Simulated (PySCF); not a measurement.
# Spin-Hamiltonian simulation

Molecule: fluoroacetonitrile, C$_{2}$H$_{2}$FN.

Geometry:
| atom | x (Å) | y (Å) | z (Å) |
| --- | --- | --- | --- |
| N1 | 2.125 | 0.051 | -0.044 |
| C2 | 0.985 | 0.002 | -0.023 |
| C3 | -0.464 | -0.066 | 0.005 |
| F4 | -1.018 | 1.186 | 0.031 |
| H5 | -0.795 | -0.596 | 0.907 |
| H6 | -0.830 | -0.574 | -0.897 |

Level of theory: GFN2-xTB structure, J: B3LYP/pcJ-1, NMR shieldings at PBE0/pcSseg-1/GIAO, in PySCF (no relativistic terms, one averaged value for each set of equivalent atoms, a single conformation, isolated molecule).

Chemical shifts δ = σref − σ; ¹H (σ = 31.72 ppm) against TMS, all at this level.

Shifts (ppm): F4 -264.6, H5/H6 5.26.
Couplings (Hz): F4–H5, F4–H6: 52.7; H5–H6: -15.6.

The 3-spin Hamiltonian (Zeeman plus full scalar coupling among like nuclei) was diagonalised exactly; lines are Lorentzian, 0.7 Hz wide, and the maxima above 3 % are listed with the tallest set to 100.

(1) Give the ¹H peak list of this spin system at 60 MHz.

(2) And at 800 MHz?

Results:

(1) 
δ in ppm (height): 5.699 (100), 4.821 (100)

(2) 
```
    Hz    ppm  height
4234.4  5.293     100
4181.7  5.227     100
```
